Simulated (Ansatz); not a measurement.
We consider zinc-blende CuI, described by RPBE in Ansatz (plane waves, PAW).

Total energies, extrapolated to zero smearing (they compare only within this program, potentials and cutoff):

| system | energy (eV/atom) |
|---|---|
| zinc-blende CuI, relaxed | -7076.3588 |
| fcc Cu | -6630.3713 |
| solid iodine | -7522.0913 |

Question: Work out the enthalpy of formation per atom.

Answer: ΔH_f ≈ ΔE = -7076.3588 − [1 × (-6630.3713) + 1 × (-7522.0913)]/2 = -0.127 eV/atom (0 K, no vibrations). The reference value is -0.352 ± 0.01 eV/atom (measured, 298 K, copied from a table, unchecked, no zero-point or thermal correction; as tabulated in Wang et al. (2021), doi:10.1038/s41598-021-94550-5), a difference of +0.225 eV/atom.

Spin–orbit coupling is left out; its size isn't shown.

The PAW data were made under PBE.

Note: an element that serves as reference has a cell well above its measured volume.

Ansatz is a first-principles code.
